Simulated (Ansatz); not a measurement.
Relaxed structures of B2SiH5, doublet (PBE0-D4/def2-TZVP; forces vanish, vibrations not checked; lower isomers may exist, and structures with a doubtful reference or unclear bonds are left out; Å). Ansatz 0.2.0; basis: def2-TZVPP; cores frozen in the correlated methods; orbitals are unrestricted.

Q: Rank them by CCSD(T) energy, lowest first, and give each one's height above the lowest. Links in brackets join atoms within 1.22 times the sum of their covalent radii (1.1 for two metals). (To be estimated.)
A.
B₂SiH₅ ([SiH3][B]1[H][BH]1)
```
8
angstrom
B -0.4566 1.2419 -0.9841
B 0.0552 0.2397 -0.0020
Si 0.7964 -1.0291 1.3183
H 0.6682 1.4326 -0.1676
H -0.7450 2.1209 -1.7135
H 0.8019 -0.4226 2.6777
H 2.1971 -1.3889 0.9655
H -0.0173 -2.2718 1.3566
```
B.
B₂SiH₅ ([BH2][B][SiH3])
```
8
angstrom
B -0.9713 1.0051 -1.4453
B -0.1885 0.2437 -0.3136
Si 0.7649 -0.7564 1.1143
H -1.9823 0.5581 -1.9122
H -0.5723 2.0551 -1.8690
H 0.8421 0.0228 2.3787
H 2.1409 -1.1368 0.6976
H -0.0334 -1.9917 1.3496
```
C.
B₂SiH₅ ([BH2][BH][SiH2])
```
8
angstrom
B 1.0484 -0.3615 1.0595
B -0.2925 -0.5343 0.1448
Si -0.8797 0.7292 -1.1840
H -2.0996 0.5640 -2.0112
H -0.1794 1.9931 -1.5192
H 1.0284 0.1926 2.1251
H 2.1174 -0.7859 0.7131
H -1.0028 -1.4960 0.2630
```

A: The calculation gives: C (0.0 kJ/mol), A (6.2 kJ/mol), B (17.0 kJ/mol). Heights count from the lowest.

No T1 diagnostic of these runs exceeds 0.019. ⟨S²⟩ of the unrestricted Hartree–Fock references: 0.76 to 0.77 (a pure state has 0.75).

For scale, one of the runs: CCSD(T)/def2-TZVPP, 174 basis functions, launched by `ansatz run in.yaml --threads 2 --pin off --events-out ev --progress --plain --max-ram 4352MiB`. Hardware: 2 CPU threads of an Arm Neoverse V2, shared host. Wall time 69 s; peak host memory 3.5 GiB.
